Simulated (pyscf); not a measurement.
Thermochemistry of product channels of H₂Al–NH–GeH₃ + HF on the singlet surface, in eV, from CCSD(T)/def2-TZVPP + ΔMP2(QZVPP) energies (ideal gas, 1 atm, RRHO with modes under 100 cm⁻¹ raised to 100, one conformer, R ln 2 for chiral ones without a mode under 150 cm⁻¹). Single points on ωB97X-D3(BJ)/def2-SVP structures (PySCF, gas phase). MP2 and CC: frozen core, UHF for open shells. ΔMP2 is the change of the MP2 total energy from the triple- to the quadruple-zeta basis.

```
products                   ΔE  ΔH(298 K)  ΔG(900 K)  ΔG(1200 K)
-----------------  ----------  ---------  ---------  ----------
H₂N–AlH₂ + F–GeH₃  (withheld)      -0.41      -0.40  (withheld)
F–AlH₂ + H₂N–GeH₃       -0.79      -0.77      -0.88       -0.89
```

Fill in the missing entries.


- H₂N–AlH₂ + F–GeH₃, ΔE: -0.43
- H₂N–AlH₂ + F–GeH₃, ΔG(1200 K): -0.38

These are energies of the channels, which say nothing of barriers. The CCSD(T) − MP2 part came from Ansatz, without density fitting, on the same reference. The frozen core leaves the outer d or s,p core shells of the metals and heavy elements correlated in the MP2 and CC values, and def2-TZVPP describes them poorly, which can shift differences by a few kcal/mol. Elements up to Kr have no core potential and no relativistic terms here.
